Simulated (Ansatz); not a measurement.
## How far each method lies from full CI for BS, doublet

Geometry: a PBE0/def2-TZVP stationary point for this spin.

```xyz
2

B     0.0000    0.0000    0.0000
S     0.0000    0.0000    1.6077
```

Basis cc-pVDZ; Ansatz 0.2.0. Only valence electrons are correlated (noble-gas cores frozen), which leaves 9 electrons in 26 orbitals. Prefix R: restricted or restricted open-shell reference; prefix U: unrestricted. Active spaces: valence = (9e, 8o) chosen from the atoms' valence shells.

Full CI is exact within this basis and frozen core; it isn't the basis-set limit. The frozen core follows each run's orbitals, which can shift R against U totals by a few meV.

For open shells CISD and CISDTQ are restricted-active-space CI with the open shells as a complete middle space.

* UHF ⟨S²⟩: 0.843
* T1 diagnostic (RCCSD): 0.0336
* largest doubles amplitude (RCCSD): 0.081
* T1 diagnostic (UCCSD): 0.0340

```json
{"level": "RHF", "E − E(full CI) (mEh)": "214.41", "share of correlation (%)": "0.00", "wall time": "–"}
{"level": "UHF", "E − E(full CI) (mEh)": "210.42", "share of correlation (%)": "1.86", "wall time": "–"}
{"level": "RMP2", "E − E(full CI) (mEh)": "30.50", "share of correlation (%)": "85.78", "wall time": "–"}
{"level": "UMP2", "E − E(full CI) (mEh)": "31.35", "share of correlation (%)": "85.38", "wall time": "–"}
{"level": "CISD", "E − E(full CI) (mEh)": "25.32", "share of correlation (%)": "88.19", "wall time": "0.72 s"}
{"level": "RCCSD", "E − E(full CI) (mEh)": "12.06", "share of correlation (%)": "94.38", "wall time": "–"}
{"level": "UCCSD", "E − E(full CI) (mEh)": "12.00", "share of correlation (%)": "94.40", "wall time": "–"}
{"level": "RCCSD(T)", "E − E(full CI) (mEh)": "1.74", "share of correlation (%)": "99.19", "wall time": "1.4 s"}
{"level": "UCCSD(T)", "E − E(full CI) (mEh)": "2.03", "share of correlation (%)": "99.05", "wall time": "1.4 s"}
{"level": "BCCD(T)", "E − E(full CI) (mEh)": "1.86", "share of correlation (%)": "99.13", "wall time": "1.3 s"}
{"level": "RCCSDT", "E − E(full CI) (mEh)": "0.58", "share of correlation (%)": "99.73", "wall time": "–"}
{"level": "UCCSDT", "E − E(full CI) (mEh)": "0.59", "share of correlation (%)": "99.72", "wall time": "–"}
{"level": "CISDTQ", "E − E(full CI) (mEh)": "1.42", "share of correlation (%)": "99.34", "wall time": "7 s (H100)"}
{"level": "RCCSDT(Q)", "E − E(full CI) (mEh)": "0.08", "share of correlation (%)": "99.96", "wall time": "6.5 s"}
{"level": "UCCSDT(Q)", "E − E(full CI) (mEh)": "-0.18", "share of correlation (%)": "100.08", "wall time": "6 s"}
{"level": "RCCSDTQ", "E − E(full CI) (mEh)": "-0.01", "share of correlation (%)": "100.01", "wall time": "14 s (H100)"}
{"level": "UCCSDTQ", "E − E(full CI) (mEh)": "-0.01", "share of correlation (%)": "100.00", "wall time": "15 s (H100)"}
{"level": "CASSCF (valence space)", "E − E(full CI) (mEh)": "132.59", "share of correlation (%)": "38.16", "wall time": "–"}
{"level": "NEVPT2 (valence space)", "E − E(full CI) (mEh)": "27.94", "share of correlation (%)": "86.97", "wall time": "2 s"}
{"level": "MRCISD (valence space)", "E − E(full CI) (mEh)": "7.83", "share of correlation (%)": "96.35", "wall time": "–"}
{"level": "MRCISD+Q (valence space)", "E − E(full CI) (mEh)": "0.21", "share of correlation (%)": "99.90", "wall time": "2.9 s"}
```

The correlation energy at full CI, counted from RHF, is -5.834 eV. That run took 25 s on 5 threads of AMD EPYC 7R13 with a whole H100 80 GB, shared host over 245,880,640 determinants.

Times hold each run's SCF and search for its determinant on a shared host, so for small cases they say little of a method's own cost; rows without a card ran on 1 thread of AMD EPYC 7R13.

The full-CI state has the irrep A1 of C2v, in the program's axes (one component, if the state is degenerate).

Natural occupations of full CI about the gap: 1.974 1.934 1.908 1.908 0.995 0.074 0.074 0.030 0.014 0.014; effectively unpaired electrons, Σ n²(2−n)², 1.13.

Atomization energy (electronic, same basis, no zero-point term; atoms at the same level, unrestricted beside the R rows where the molecule is a closed shell, with restricted open-shell steps beyond CCSDT(Q)) at full CI: 502.0 kJ/mol. Errors of other levels:

| level | error (kJ/mol) |
| --- | --- |
| RHF | -113.3 |
| UHF | -122.1 |
| RMP2 | 32.8 |
| UMP2 | 32.2 |
| CISD | -52.5 |
| RCCSD | -24.2 |
| UCCSD | -24.5 |
| RCCSD(T) | -2.6 |
| UCCSD(T) | -3.5 |
| BCCD(T) | -2.9 |
| RCCSDT | -1.2 |
| UCCSDT | -1.3 |
| CISDTQ | -3.6 |
| RCCSDT(Q) | -0.2 |
| UCCSDT(Q) | 0.4 |
| RCCSDTQ | 0.0 |
| UCCSDTQ | -0.1 |
| CASSCF (valence space) | 13.0 |
| NEVPT2 (valence space) | 15.8 |
| MRCISD (valence space) | -9.0 |
| MRCISD+Q (valence space) | -5.2 |

This basis is far from its limit, so the value isn't to be set against a measured one. Truncated CI isn't size-consistent, which counts against it in atomization.
